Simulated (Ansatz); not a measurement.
A run of Ansatz (development build ahead of 0.2.0) on doublet CHO at this shape:

```yaml
atoms:
  - { symbol: C, position_ang: [0.0278, 0.5251, -0.3122] }
  - { symbol: H, position_ang: [-0.0466, 1.5053, 0.2106] }
  - { symbol: O, position_ang: [-0.0151, -0.5725, 0.2627] }
```

Its results:

| Item | Value |
| --- | --- |
| Converged | yes |
| Total energy | -113.28018 hartree |
| Spin squared of the determinant | 0.784 |

Question: Which input gives this output? Name the method, the orbitals and the basis set, and write the input.

Answer: UHF in cc-pVTZ.

```yaml
crystal:
  periodic: [false, false, false]
  atoms:
    - { symbol: C, position_ang: [0.02778, 0.5251, -0.31217] }
    - { symbol: H, position_ang: [-0.04656, 1.50531, 0.21058] }
    - { symbol: O, position_ang: [-0.01513, -0.57249, 0.26266] }
basis:
  gaussian: { orbitals: cc-pVTZ }
magnetization:
  spin_polarized: true
  initial_magnetization: 1
hamiltonian:
  xc: hf
```
